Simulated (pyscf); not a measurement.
Optimised with ωB97X-D3(BJ)/def2-SVP in PySCF. MP2 and CC: frozen core, UHF for open shells. ΔMP2 is the change of the MP2 total energy from the triple- to the quadruple-zeta basis.

SMILES: [F][Ga]([NH2])[NH2]
```xyz
8

N     -0.9685     1.2293    -1.7810
Ga     0.0814     0.6457    -0.4395
N      0.3466    -1.0467     0.1155
F      0.9604     1.8905     0.4396
H     -1.1087     2.2158    -1.9598
H     -1.6097     0.6476    -2.3042
H     -0.0094    -1.8682    -0.3555
H      1.0226    -1.2760     0.8333
```

Task: How much does it cost (ΔH, 298 K, CCSD(T)/def2-TZVPP + ΔMP2(QZVPP)) to split H₂N–Ga(NH₂)–F (SMILES [NH2][Ga]([NH2])[F]) at its F–Ga bond into [H₂N–Ga–NH₂]• + F•?

Result: F–Ga to [H₂N–Ga–NH₂]• + F•: 134.8 kcal/mol. The radicals are drawn with the spin at the cut bond; how far it spreads was not checked. Other isomers of [H₂N–Ga–NH₂]• were not searched in full and may lie lower. The CCSD(T) − MP2 part came from Ansatz, without density fitting, on the same reference. The frozen core leaves the outer d or s,p core shells of the metals and heavy elements correlated in the MP2 and CC values, and def2-TZVPP describes them poorly, which can shift differences by a few kcal/mol. Left out: the spin-orbit lowering of F. Elements up to Kr have no core potential and no relativistic terms here.
